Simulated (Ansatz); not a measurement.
# C3H4O2: the cost of one run

Method: the levels named in each step, in Ansatz 0.2.0.

**1. Starting point**

Bond lengths: C1–C2 1.317 Å, O3–C4 1.144 Å, C4–O5 1.144 Å, C1–H6 1.078 Å, C1–H7 1.078 Å, C2–H8 1.078 Å, C2–H9 1.078 Å. Angles: C1–C2–H8 122.0°, C1–C2–H9 121.9°, H8–C2–H9 116.1°, C2–C1–H6 121.9°, C2–C1–H7 122.0°, H6–C1–H7 116.1°, O3–C4–O5 179.1°.

Structure file:

```xyz
9

C     0.7913   -0.6528    1.7762
C     1.7326   -0.0172    1.1100
O    -0.2621   -0.5568   -1.5684
C    -0.8002    0.2127   -0.9155
O    -1.3500    0.9843   -0.2749
H     0.0009   -0.1273    2.2871
H     0.7676   -1.7282    1.8442
H     2.5244   -0.5407    0.5998
H     1.7571    1.0587    1.0453
```

**2. A rough first relaxation, PBE-D4/def2-SVP**

This run stands in another session on the same molecule. It ended at:

```xyz
9

C     0.7654   -0.4763    1.8679
C     1.7772   -0.1284    1.0583
O     0.0651    0.3719   -1.6943
C    -0.8188    0.1484   -0.9546
O    -1.7140   -0.0730   -0.2280
H     0.2222    0.2684    2.4723
H     0.4341   -1.5231    1.9661
H     2.3210   -0.8733    0.4547
H     2.1095    0.9182    0.9614
```

**3. Relaxation, HF/STO-3G**

Contents of input.yaml:

```yaml
crystal:
  periodic: [false, false, false]
  atoms:
    - { symbol: C, position_ang: [0.76535025, -0.47626416, 1.86787981] }
    - { symbol: C, position_ang: [1.7771664, -0.12842581, 1.05833954] }
    - { symbol: O, position_ang: [0.06510592, 0.37193129, -1.6943355] }
    - { symbol: C, position_ang: [-0.81875391, 0.14835641, -0.95457749] }
    - { symbol: O, position_ang: [-1.71401379, -0.07303804, -0.22802277] }
    - { symbol: H, position_ang: [0.22218898, 0.26844788, 2.4723464] }
    - { symbol: H, position_ang: [0.43414473, -1.52311857, 1.96607285] }
    - { symbol: H, position_ang: [2.32096343, -0.87329841, 0.45465369] }
    - { symbol: H, position_ang: [2.10949798, 0.91815942, 0.96138346] }
basis:
  gaussian: { orbitals: STO-3G }
hamiltonian:
  xc: hf
relax:
  f_tol: 0.002
  max_steps: 150
```

The run is started by

```sh
ansatz run input.yaml --threads 4 --pin off --max-ram 10240MiB --backend cpu --events-out ev --progress --plain --runs-dir out
```

Q: Estimate wall time and peak memory on 4 threads of Intel Xeon 6975P-C (Granite Rapids), shared host.

About 1 s, with a peak of 0.096 GiB.
